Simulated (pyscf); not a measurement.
HO–In [singlet] + NH₃ → H₂N–InH–OH (insertion; singlet surface; H–N broken, In–N, H–In formed). PySCF, gas phase, ωB97X-D3(BJ)/def2-SVP geometries. Correlated levels are frozen-core, on RHF or UHF. ΔMP2 is the change of the MP2 total energy from the triple- to the quadruple-zeta basis. Energies in kcal/mol from the separated reactants.

```tsv
level	barrier	reaction energy
PBE0-D3(BJ)/def2-TZVP	58.9	+14.3
ωB97M-D3(BJ)/def2-TZVP	64.1	+14.5
HF/def2-TZVP	83.0	+16.9
MP2/def2-QZVPP	60.8	+15.0
CCSD/def2-TZVPP	66.2	+14.8
CCSD(T)/def2-TZVPP	61.1	+13.8
CCSD(T)/def2-TZVPP + ΔMP2(QZVPP)	60.8	+14.2
```

On the reactant side the descent ends in an adduct with a In–N contact, 14.2 kcal/mol under the separated species and 76.2 kcal/mol under the saddle at ωB97X-D3(BJ)/def2-TZVP. What is counted as formed (In–N) is already present as a longer contact in the reactant adduct; forming that adduct is a step of its own. One saddle was located; it need not be the lowest between these sides. The CCSD(T) − MP2 part came from Ansatz, without density fitting, on the same reference. The frozen core leaves the outer d or s,p core shells of the metals and heavy elements correlated in the MP2 and CC values, and def2-TZVPP describes them poorly, which can shift differences by a few kcal/mol. Elements past Kr carry the def2 core potentials, without spin-orbit coupling.
